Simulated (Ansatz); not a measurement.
fcc Pb, treated with PBEsol-D3(BJ) (PAW; Ansatz, a quantum-chemistry and plane-wave program).

Numerical settings: plane-wave cutoff 520 eV, 20×20×20 k mesh, Fermi–Dirac smearing 0.05 eV, scalar-relativistic PAW data made under PBE.

Equation-of-state points:

```tsv
V (Å³/atom)	E − E_lowest (meV/atom)	P (GPa)
26.802	20.30	4.00
27.372	8.73	2.52
27.943	2.14	1.20
28.513	0.00	0.03
29.083	1.81	-1.02
29.653	7.13	-1.95
30.224	15.54	-2.77
```

Estimate the bulk modulus and its pressure derivative from these points.

V0 = 28.526 Å³/atom, B0 = 55.2 GPa, B′ = 4.9 (fit to the energies at full precision).

Measured, for comparison: bulk modulus 47 GPa (corrected for temperature and zero-point phonon effects; as tabulated in Levämäki et al. (2014), arXiv:1402.3671); equilibrium volume per atom 29.45 Å³/atom (low-temperature or extrapolated to 0 K; zero-point anharmonic expansion removed; as tabulated in Csonka et al. (2009), arXiv:0903.4037). Computed (rounded) less measured: bulk modulus +17 %, equilibrium volume per atom -3.1 %.

Spin–orbit coupling is not included; it can shift volumes and moduli of such heavy elements.

Static lattice: no zero-point or thermal effects.

Computing time: roughly 80 core-seconds.
